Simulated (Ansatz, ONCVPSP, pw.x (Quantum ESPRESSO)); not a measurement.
**pw.x on fcc Rb: one setting changed**

Potential: optimised norm-conserving Vanderbilt (ONCV), ONCVPSP 4.0.1, PBEsol; core [Ar] 3d10, reference 4s2 4p6 5s1; waves: 4s+5s: rc 2.26 bohr, ncon 3, nbas 7, qcut 4.1 1/bohr, 2 projectors; 4p: rc 2.22 bohr, ncon 5, nbas 8, qcut 6.7 1/bohr, 2 projectors, debl 3.4 Ha; d scattering state at 0.44 Ha: rc 1.96 bohr, ncon 4, nbas 7, qcut 5.5 1/bohr, 2 projectors, debl 0.6 Ha; local part: polynomial inside 1.88 bohr (lpopt 5, dvloc0 -1 Ha); core correction: Teter function, parameters optimised by the program.

The reference run (k-mesh 8³, cutoffs 50/200 Ry, Fermi–Dirac 0.01 Ry, mixing_beta 0.4, conv_thr 1e-9, no spin) gives -0.01 GPa at 87.199 Å³/atom, where all-electron LAPW gives -0.00 GPa. This run, with its own iteration cap, changes mixing_mode to local-TF.

```
&control
  calculation='scf', prefix='x', pseudo_dir='./', outdir='./tmp', tstress=.true., disk_io='none'
/
&system
  ibrav=0, nat=1, ntyp=1, ecutwfc=50, ecutrho=200, nbnd=12,
  occupations='smearing', smearing='fd', degauss=0.01
/
&electrons
  conv_thr=1e-09, mixing_beta=0.4, electron_maxstep=50, mixing_mode='local-TF'
/
ATOMIC_SPECIES
Rb 1.0 Rb.UPF
CELL_PARAMETERS angstrom
  0.00000000 3.51960427 3.51960427
  3.51960427 0.00000000 3.51960427
  3.51960427 3.51960427 0.00000000
ATOMIC_POSITIONS crystal
Rb 0.0000 0.0000 0.0000
K_POINTS automatic
8 8 8 0 0 0
```

```bash
pw.x < Rb.scf.in > Rb.scf.out
```

Task: How does the run end?

Result: It converges in 8 iterations; the free energy moves by +0.0 meV/atom and the pressure by +0.00 GPa. The result is that of the reference run.

```
Message from routine setup:
     using ibrav=0 with symmetry is DISCOURAGED, use correct ibrav instead
     lattice parameter (alat)  =       9.4061  a.u.
     unit-cell volume          =     588.4480 (a.u.)^3
     number of electrons       =         9.00
     number of Kohn-Sham states=           12
     kinetic-energy cutoff     =      50.0000  Ry
     charge density cutoff     =     200.0000  Ry
     scf convergence threshold =      1.0E-09
     Exchange-correlation= PBESOL
     number of k points=    29  Fermi-Dirac smearing, width (Ry)=  0.0100
     iteration #  1     ecut=    50.00 Ry     beta= 0.40
     c_bands:  1 eigenvalues not converged
     total energy              =     -51.16044173 Ry
     estimated scf accuracy    <       0.00142938 Ry
     iteration #  2     ecut=    50.00 Ry     beta= 0.40
     total energy              =     -51.15999048 Ry
     estimated scf accuracy    <       0.00089742 Ry
     iteration #  3     ecut=    50.00 Ry     beta= 0.40
     total energy              =     -51.16014912 Ry
     estimated scf accuracy    <       0.00002796 Ry
     iteration #  4     ecut=    50.00 Ry     beta= 0.40
     total energy              =     -51.16015239 Ry
     estimated scf accuracy    <       0.00000429 Ry
     iteration #  5     ecut=    50.00 Ry     beta= 0.40
     total energy              =     -51.16015301 Ry
     estimated scf accuracy    <       0.00000005 Ry
     iteration #  6     ecut=    50.00 Ry     beta= 0.40
     total energy              =     -51.16015304 Ry
     estimated scf accuracy    <       0.00000012 Ry
     iteration #  7     ecut=    50.00 Ry     beta= 0.40
     total energy              =     -51.16015305 Ry
     estimated scf accuracy    <          9.0E-09 Ry
     iteration #  8     ecut=    50.00 Ry     beta= 0.40
     the Fermi energy is     2.0336 ev
!    total energy              =     -51.16015305 Ry
     estimated scf accuracy    <          1.0E-10 Ry
     smearing contrib. (-TS)   =      -0.00411793 Ry
     The total energy is F=E-TS. E is the sum of the following terms:
     one-electron contribution =     -27.23561990 Ry
     hartree contribution      =      14.31680480 Ry
     xc contribution           =     -10.31894398 Ry
     ewald contribution        =     -27.91827604 Ry
     convergence has been achieved in   8 iterations
          total   stress  (Ry/bohr**3)                   (kbar)     P=       -0.04
     Message from routine punch:
     Nothing written, as per user request (disk_io='none')
```

The run took about 26 s on one core of a shared host (Intel(R) Xeon(R) 6975P-C, 192 threads, 378 GiB, load 122).
